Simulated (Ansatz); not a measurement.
Total energies of the cluster Na₃H₃ from Ansatz at CCSD(T)/def2-TZVPP, gas phase (1 Eh = 27.2114 eV = 2625.5 kJ/mol). The reference geometry is relaxed at PBE0-D4/def2-TZVP.

```xyz
6

Na   -0.719    1.822    0.169
Na   -1.219   -1.514   -0.282
Na    1.938   -0.307    0.114
H    -2.107    0.334   -0.123
H     0.782   -1.980   -0.192
H     1.325    1.646    0.314
```

```tsv
state	geometry	energy (Eh)
charge 0 singlet	reference	-487.90275
charge 1 doublet	reference	-487.61323
charge 0 triplet	relaxed at PBE0-D4/def2-TZVP	-487.84551
charge 0 quintet	relaxed at PBE0-D4/def2-TZVP	-487.73319
```

Correlated methods freeze 3 core orbitals; core or outer-core shells of Na are correlated, in sets that lack core-valence functions. In CCSD on the charge 1 doublet the largest single amplitude is 0.26, so its Hartree–Fock determinant may place the open shell otherwise than the density functionals do.

Q: Work out the vertical ionisation energy to the doublet.

A: E(charge 1 doublet) − E(charge 0 singlet) = -487.61323 − (-487.90275) = 0.28952 Eh = 7.88 eV.

Q: Which of the charge 0 states is lowest, and how far above it are the others?

A: The singlet. triplet: -487.84551 − (-487.90275) = 0.05724 Eh = 150.3 kJ/mol; quintet: -487.73319 − (-487.90275) = 0.16956 Eh = 445.2 kJ/mol. The triplet has fallen apart, so its energy is that of loose fragments and no spin gap. The quintet has fallen apart, so its energy is that of loose fragments and no spin gap. The triplet differs in its bonds from the reference. The quintet differs in its bonds from the reference.

The structure comes from a short search, and lower isomers may exist.
